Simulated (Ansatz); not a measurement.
C4H7ClO can be A, `C/C(Cl)=C/CO`, or B, `C=C(Cl)OCC`.

Program: Ansatz. Geometries: PBE0-D4/def2-TZVP. ΔE: electronic, gas phase. CCSD(T)/CBS is the MP2 limit (def2-TZVPP, def2-QZVPP) plus CCSD(T) − MP2 in def2-TZVPP, frozen cores. DFT in def2-TZVPP. B3LYP here is the variant with VWN-RPA as its local correlation; programs differ in this. One conformer a species, not always the lowest.

(1) Which is lower in electronic energy at CCSD(T)/CBS, and by how much? (Estimate.)

(2) Give E(B) − E(A) in kJ/mol with HF/def2-TZVPP, CCSD(T)/def2-TZVPP, B3LYP-D4, PBE-D4, B3LYP, B2PLYP, PBE0-D4. (Best estimate.)

Largest T1 diagnostic: 0.011.

## Answers

(1) Computed: A, by 34.3 kJ/mol.

(2) Computed: HF/def2-TZVPP 25.7, CCSD(T)/def2-TZVPP 31.6, B3LYP-D4 25.5, PBE-D4 26.9, B3LYP 24.1, B2PLYP 27.6, PBE0-D4 30.3. None reverses the order clearly.

In def2-TZVPP, CCSD(T) changes the Hartree–Fock value by +6.0 kJ/mol (the triples alone add −0.6 kJ/mol) and MP2 by +10.1 kJ/mol. From PBE to PBE0 (25 % exact exchange), in def2-TZVPP and without D4, E(B) − E(A) moves by +3.6 kJ/mol.
